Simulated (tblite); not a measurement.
Compound: propionyl chloride, C3H5ClO.
Bonds: C1–C2, C2–C3, C3–O4 (double), C3–Cl5. Hydrogens: H6, H7, H8 on C1; H9, H10 on C2.

Structure optimised with GFN2-xTB, isolated species.

Task: List the bond lengths, angles and torsions at this level.

Result: 
| bond | length (pm) |
| --- | --- |
| C1–C2 | 152.4 |
| C2–C3 | 149.1 |
| C3=O4 | 118.2 |
| C3–Cl5 | 178.1 |
| C1–H6, C1–H7, C1–H8 | 108.7 |
| C2–H9, C2–H10 | 109.3 |

Bonds in one row agree within 1 pm and their mean is given. A selection of angles:
| angle | degrees |
| --- | --- |
| C2–C1–H6 | 110.1 |
| H6–C1–H7 | 108.9 |
| H7–C1–H8 | 108.2 |
| C1–C2–C3 | 111.5 |
| C1–C2–H9 | 111.0 |
| C3–C2–H9 | 108.1 |
| H9–C2–H10 | 106.9 |
| C2–C3–O4 | 129.2 |
| C2–C3–Cl5 | 111.2 |
| O4–C3–Cl5 | 119.6 |

Dihedral angles: C1–C2–C3–O4 0° (synperiplanar).

Of the pairs four or more bonds apart, O4···H8 is among the closest relative to their van der Waals radii: 2.81 Å, 103 % of the sum of Bondi's values. The C–C distances run from 1.491 Å (C2–C3, drawn single) to 1.524 Å (C1–C2, drawn single), a spread of 0.033 Å. The 5 heavy atoms lie in one plane (0.001 Å rms).

Point group: Cs (every atom within 0.08 Å of its image). Its GFN2-xTB frequencies are all real (lowest 60 cm⁻¹). One conformer, not necessarily the lowest. 3 starts were optimised and ended at 0.00, 0.00 and 1.11 kcal/mol (GFN2-xTB); the lowest of these is shown.

The numbers are calculated, not measured.
